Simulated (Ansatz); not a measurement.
We consider fluorite CdF2, described by r²SCAN in Ansatz (plane waves, PAW).

Settings: plane-wave cutoff 600 eV, 8×8×8 k mesh, finite displacements, scalar-relativistic PAW data made under PBE.

Computed at the level's own relaxed cell.

Space group Fm-3m (No. 225); a = b = c = 5.3879 Å, α = β = γ = 90.00°

```
atom  site  symmetry       x       y       z
----  ----  --------  ------  ------  ------
Cd      4a      m-3m  0.0000  0.0000  0.0000
F       8c      -43m  0.2500  0.2500  0.2500
```
(The calculation used a cell of 3 atoms; values per cell refer to that cell.)

Harmonic phonon frequencies (cm⁻¹; i marks an imaginary mode; at Γ without the LO shift):

| q point | frequencies |
|---|---|
| Γ | 0 0 0 225 225 225 314 314 314 |
| X | 106 110 110 146 146 195 356 356 408 |
| L | 88 88 181 261 261 287 287 303 353 |

No imaginary mode appears at these points.

Ansatz is a program for electronic structure.
